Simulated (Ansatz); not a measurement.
F–Al–GaH⁺, quartet: the ladder up to UCCSDT(Q)

Geometry: that of the F–Al–GaH, triplet, kept fixed. The doublet lies 3.8 eV lower here.

```
atom   x (Å)    y (Å)    z (Å)
   F  0.0000  -0.3153   2.6637
  Al  0.0000   0.4048   1.1780
  Ga  0.0000  -0.0787  -1.1444
   H  0.0000   0.5494  -2.5805
```

Basis cc-pVDZ; Ansatz 0.2.0. Correlated methods freeze the noble-gas cores and the filled d shells of p-block atoms, which leaves 13 electrons in 44 orbitals. Prefix R: restricted or restricted open-shell reference; prefix U: unrestricted. No spin–orbit coupling is included, and no scalar relativity.

Full CI isn't at hand for all of this; UCCSDT(Q) serves as the reference, and is uncertain by the last step of the cluster series or more. The frozen core follows each run's orbitals, which can shift R against U totals by a few meV for light atoms and by up to 0.1 eV past Ca.

The UHF ⟨S²⟩ is 3.775. The T1 diagnostic (RCCSD) is 0.0474. The largest doubles amplitude (RCCSD) is 0.075 and the T1 diagnostic (UCCSD) is 0.0349.

| level | E − E(UCCSDT(Q)) (mEh) | wall time |
| --- | --- | --- |
| UHF | 289.22 | – |
| UMP2 | 30.44 | – |
| UCCSD | 8.94 | – |
| UCCSD(T) | 2.16 | 37 s |
| UCCSDT | 0.73 | – |

Run but not shown, since their state, orbitals or frozen core can't be matched to the reference's or they repeat it: RHF, RMP2, RCCSD, RCCSD(T), BCCD(T), RCCSDT, RCCSDT(Q).

Times hold each run's SCF and search for its determinant on a shared host, so for small cases they say little of a method's own cost; they ran on 1 thread of Arm Neoverse V1.
